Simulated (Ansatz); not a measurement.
System: chalcopyrite CdSnAs2. Method: rVV10 (PAW; Ansatz, a quantum-chemistry and plane-wave program).

Input:

Ansatz 0.2 input:
```yaml
crystal:
  lattice:
    - [-3.0772516805, 3.0772516805, 6.0482173541]
    - [3.0772516805, -3.0772516805, 6.0482173541]
    - [3.0772516805, 3.0772516805, -6.0482173541]
  atoms:
    - { symbol: Cd, position: [0.0, 0.0, 0.0] }
    - { symbol: Cd, position: [0.75, 0.25, 0.5] }
    - { symbol: Sn, position: [0.5, 0.5, 0.0] }
    - { symbol: Sn, position: [0.25, 0.75, 0.5] }
    - { symbol: As, position: [0.875, 0.8730584212, 0.4980584212] }
    - { symbol: As, position: [0.1269415788, 0.625, 0.0019415788] }
    - { symbol: As, position: [0.375, 0.3769415788, 0.5019415788] }
    - { symbol: As, position: [0.6230584212, 0.125, 0.9980584212] }
basis:
  ecutwfc: 520
  ecutrho_ratio: 4
  xc_grid: 2
kpoints:
  mp_grid: { grid: [8, 8, 8] }
hamiltonian:
  xc: { exchange: rpw86, correlation: pbe }
  dispersion: rvv10
  pseudopotentials: { kind: paw }
scf:
  occupations: { method: fermi_dirac, width: 0.01 }
output:
  forces: true
  stress: true
  eigenvalues: true
relax:
  f_tol: 0.004
  escape_saddle: false
  max_steps: 80
  cell: { stress_tol: 0.02, fix: [volume] }
```

From the output:

```
Relaxation: its limit of steps is 80 (relax.max_steps)
Crystal: 8 atoms, lattice volume = 229.094 Å³
Basis set: ecut = 520 eV, 6147 PW (Γ), exchange–correlation on 120×120×120 points (8 copies of the dense FFT grid, shifted against one another)
Bands: 77, of which v1, the nominal top of the filled ones, is band 64 counted from 1 (63 counted from 0)
Symmetry: 8 space group operations
Space group: I-42d (ITA 122), of the structure as read, at distance tolerance 6.1e-5 Å
k-points: 59 of 512 (time reversal used)
Functional: x = rpw86, c = pbe(β = 0.06672455060314922) + rvv10(b = 6.3, C = 0.0093)
SCF iter   1: F=—  HF=-48274.133498 eV  |F-HF|=—  |Δ(HF+E_count)|=         —  Δρ=4.92e-3  dr2=4.59e-2
SCF iter   2: F=—  HF=-48274.105064 eV  |F-HF|=—  |Δ(HF+E_count)|=   2.84e-2  Δρ=1.83e-3  dr2=6.89e-3
  ...
SCF 1 converged in 7 iterations: F = -48274.102774 eV  dr2 = 2.04e-8
Crystal: 8 atoms, lattice volume = 229.094 Å³
Basis set: ecut = 520 eV, 6179 PW (Γ), exchange–correlation on 120×120×120 points (8 copies of the dense FFT grid, shifted against one another)
Initial density: handed on by an earlier stage of this run
SCF 2 converged in 5 iterations: F = -48274.102890 eV  dr2 = 1.86e-8
Crystal: 8 atoms, lattice volume = 229.094 Å³
SCF 3 converged in 4 iterations: F = -48274.103214 eV  dr2 = 4.21e-8
Crystal: 8 atoms, lattice volume = 229.094 Å³
SCF iter   4: F=—  HF=-48274.103214 eV  |F-HF|=—  |Δ(HF+E_count)|=  9.90e-10  Δρ=1.73e-7  dr2=5.31e-11
SCF iter   5: F=-48274.103214 eV  HF=-48274.103214 eV  |F-HF|=0.00e0  |Δ(HF+E_count)|=  1.46e-11  Δρ=6.34e-8  dr2=8.21e-12
SCF 4 converged in 5 iterations: F = -48274.103214 eV  dr2 = 8.21e-12
SCF converged after 5 iterations
Free energy (F): -48274.103214 eV
Internal energy: -48274.103208 eV  (E = F + TS)
E sigma→0 (E₀):  -48274.103211 eV
Fermi energy:    8.067018 eV
--- Forces (eV/Å), atoms counted from 1 ---
  atom   1  Cd     0.00000000     0.00000000     0.00000000
  atom   2  Cd     0.00000000    -0.00000000     0.00000000
  atom   3  Sn    -0.00000000     0.00000000    -0.00000000
  atom   4  Sn    -0.00000000    -0.00000000    -0.00000000
  atom   5  As    -0.00001735     0.00000000     0.00000000
  atom   6  As    -0.00000000     0.00001735     0.00000000
  atom   7  As     0.00001735     0.00000000     0.00000000
  atom   8  As    -0.00000000    -0.00001735    -0.00000000
--- Stress (GPa, compression-positive) ---
        2.126250      -0.000000       0.000000
        0.000000       2.126250       0.000000
        0.000000       0.000000       2.124945
  P = ⅓ Tr σ = 2.1258 GPa (21.258 kbar)
```

The cell is one volume of an energy–volume scan, off the minimum.

The PAW data were made under PBE.

Note: the relaxation could not lower the start's symmetry, so the cell can be a saddle point above a distorted one.

The result took roughly 5 core-minutes.
